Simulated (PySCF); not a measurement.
# Working out the ionisation energy of Be

Be [He] 2s2 (1S) → Be⁺ [He] 2s1 (2S). Computed with PySCF 2.14 in x2c-TZVPPall, with scalar relativity by spin-free X2C-1e. Frozen: nothing. Energies in hartree (1 hartree = 27.21139 eV):

```csv
part,Be (lower),Be⁺ (upper)
UHF,-14.575079,-14.279502
MP2 opposite-spin,-0.053768,-0.027330
MP2 same-spin,-0.000924,-0.000575
```

What does Hartree-Fock give?

(-14.279502) − (-14.575079) = 0.295577 hartree = 8.043 eV.

What do MP2 and SCS-MP2 (6/5 opposite-spin, 1/3 same-spin) give?

The opposite-spin parts differ by 0.719 eV and the same-spin parts by 0.009 eV. MP2: 8.043 + (0.719) + (0.009) = 8.771 eV. SCS-MP2: 8.043 + 1.2 × (0.719) + (0.009)/3 = 8.909 eV.

Measured between the centres of the two terms (NIST): 9.323 eV, so MP2 (valence and next inner shell) is off by -0.552 eV.

What remains against the reference includes basis incompleteness and correlation beyond second order.
